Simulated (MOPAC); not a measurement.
MOPAC input (PM6):

```
PM6 1SCF CHARGE=-1 GEO-OK AUX(PRECISION=9) THREADS=1
CH5Si

C    -0.00530785 1   -0.03292262 1   -1.25255471 1
Si    0.00176161 1   -0.01626018 1    0.52594046 1
H    -0.90647034 1    0.32687280 1   -1.75455355 1
H     0.90272032 1    0.29878124 1   -1.76148183 1
H     0.02469593 1    1.23745090 1    1.43148183 1
H    -1.20807042 1   -0.70031235 1    1.12295762 1
H     1.19430902 1   -0.73761443 1    1.11375772 1
```

Question: What heat of formation does the run end on, and which ionisation energy by Koopmans theorem?

Answer: 5.07 kcal/mol; 2.19 eV.
